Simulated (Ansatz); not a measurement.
Basis-set extrapolation for C$_{8}$H$_{18}$, SMILES `CCCCCCCC` (PBE0-D4/def2-TZVP geometry, frozen core, the Gaussian-basis code of Ansatz). Multiplicity 1, RHF reference.

```tsv
	def2-TZVPP	def2-QZVPP
HF	-313.548404	-313.563306
MP2 correlation	-1.415620	-1.502709
CCSD(T) correlation	-1.566332	not run
```

Energies in hartree. Use E(X) = E(∞) + A·exp(−7.88·√X) for Hartree–Fock and E(X) = E(∞) + B·X^(−2.97) for correlation, with X = 3 and 4, and add CCSD(T) minus MP2 of the smaller set to the MP2 limit.

Task: What is the CCSD(T) energy at the basis-set limit?

Result: HF limit: -313.563306 + (-0.014902) × 0.13774 = -313.56536. MP2 limit: -1.502709 + (-0.087089) × 0.74074 = -1.56722. Higher-order term: -1.566332 − (-1.415620) = -0.15071. Total: -315.28329 hartree, 105.8 kcal/mol below CCSD(T)/def2-TZVPP.
